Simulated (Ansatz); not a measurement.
# Be, dhcp: how the functional moves the structure

All rows: Ansatz, plane waves with scalar-relativistic PAW, 420 eV (500 eV for the SCAN forms), relaxed under each functional, no dispersion correction, no zero-point motion. B₀ comes from uniform scaling at fixed shape; a dash is a value not given.

```tsv
functional	V (Å³/atom)	cell	B₀ (GPa)	magnetic state	ΔE to hcp (meV/atom)
r²SCAN	7.90	a = 2.254 Å, c = 7.180 Å (c/a = 3.185)	124	spin not included	35
PBEsol	7.83	a = 2.247 Å, c = 7.160 Å (c/a = 3.186)	124	spin not included	33
LDA	7.54	a = 2.218 Å, c = 7.075 Å (c/a = 3.189)	131	spin not included	33
revPBE	8.08	a = 2.272 Å, c = 7.227 Å (c/a = 3.181)	118	spin not included	34
RPBE	8.11	a = 2.275 Å, c = 7.236 Å (c/a = 3.181)	118	spin not included	34
BLYP	7.92	a = 2.259 Å, c = 7.166 Å (c/a = 3.171)	120	spin not included	36
```

(1) What does PBE give?

Results:

(1) V (Å³/atom): 7.90; cell: a = 2.255 Å, c = 7.178 Å (c/a = 3.183); B₀ (GPa): 123; magnetic state: spin not included; ΔE to hcp (meV/atom): 34.
